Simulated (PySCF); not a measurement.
All values below come from B3LYP-D3(BJ)/def2-TZVP (PySCF 2.14.0). Gas-phase values, no solvent. B3LYP has the VWN-RPA correlation part, as in Gaussian. 

Reference species (SMILES): `[Cl]` (neutral, multiplicity 2).

| Item | Value |
|---|---|
| highest occupied spin orbital | -9.27 eV |

Changed species: `[SiH3]` (radical fragment; the reference has radical fragment).

What does the change do to the highest occupied spin orbital?

the highest occupied spin orbital increases by 3.16 eV, to -6.11 eV.
